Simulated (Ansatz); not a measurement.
# Palladium, fcc under LDA: ground state and equation of state

The plan for palladium in the fcc structure: relax it, solve it on a dense k-mesh, switch on spin-orbit coupling, then scale the cell to 7 volumes from 88 to 112 % of the relaxed one and try a fit of the equation of state. The start is antiferromagnetic (type I, layers along [001]). The k-meshes are 11×11×8 for the relaxation; 19×19×14 for the dense run; 12×12×8 for spin-orbit coupling; 19×19×14 for the volumes. It starts from a deposited cell (COD).

Program: Ansatz 0.2.0. Level of theory: DFT LDA (PW92), plane waves (420 eV) with PAW, scalar-relativistic; the PAW data stem from PBE, with regenerated cores. These are calculated values, not measurements.

## Step 1: The system as given

The structure is cubic, space group Fm-3m (No. 225). Conventional cell: a = 3.890 Å, b = 3.890 Å, c = 3.890 Å, α = 90.00°, β = 90.00°, γ = 90.00°. Pd (site symmetry m-3m) has 12 Pd at 2.75 Å as nearest neighbours.

As a file:

```xyz
2
Lattice="2.7505 0.0000 0.0000 0.0000 2.7505 0.0000 0.0000 0.0000 3.8898" Properties=species:S:1:pos:R:3 pbc="T T T"
Pd    0.0000    0.0000    0.0000
Pd    1.3753    1.3753    1.9449
```

Starting moments (μB): +0.5, -0.5.

## Step 2: Geometry optimisation

File input.yaml:

```yaml
crystal:
  lattice:
    - [2.7505039575, 0.0, 0.0]
    - [0.0, 2.7505039575, 0.0]
    - [0.0, 0.0, 3.8898]
  atoms:
    - { symbol: Pd, position: [0.0, 0.0, 0.0], spin: 0.5 }
    - { symbol: Pd, position: [0.5, 0.5, 0.5], spin: -0.5 }
hamiltonian:
  xc: lda
  pseudopotentials:
    kind: paw
    azcp:
      Pd: "pseudopotentials/Pd.paw.azcp"
basis:
  ecutwfc: 420
  fft_grid_basis: typed
kpoints:
  mp_grid: { grid: [11, 11, 8], shift: [0, 0, 0] }
magnetization:
  spin_polarized: true
scf:
  occupations: { method: fermi_dirac, width: 0.05 }
relax:
  max_steps: 60
  f_tol: 0.01
  cell: {}
```

After this run come: Single point on a dense mesh; A two-component run at the same geometry; At 88 % of the relaxed volume; At 92 % of the relaxed volume; At 96 % of the relaxed volume; At 100 % of the relaxed volume; At 104 % of the relaxed volume; At 108 % of the relaxed volume; At 112 % of the relaxed volume.

Before running it: what results should come out? Wanted: space group; conventional cell; volume; shortest distance; gap on the mesh; magnetic state; V₀, B₀, B₀′.

The runs gave:

```
                      quantity                                   value
space group (spins left aside)                        I4/mmm (No. 139)
             conventional cell  a = 2.721 Å, c = 3.825 Å (c/a = 1.406)
                        volume                          14.156 Å³/atom
             shortest distance                                 2.713 Å
   against the measured volume                 -3.8 % (14.714 Å³/atom)
               gap on the mesh            none (levels filled in part)
                magnetic state                            non-magnetic
                   V₀, B₀, B₀′            14.145 Å³/atom, 227 GPa, 5.4
```

The relaxed volume lies 3.8 % below the deposited cell. LDA binds too strongly as a rule, and cells come out small. The deposited cell holds zero-point motion and, unless taken cold, thermal expansion, which account for some of this. The moments die out: the run ends non-magnetic. No gap shows: it is a metal or semimetal at this level. Totals with and without spin-orbit coupling (-2.0 eV/atom apart) can't be read as binding, since the two-component data shift the zero of energy. B₀ comes out at 227 GPa.
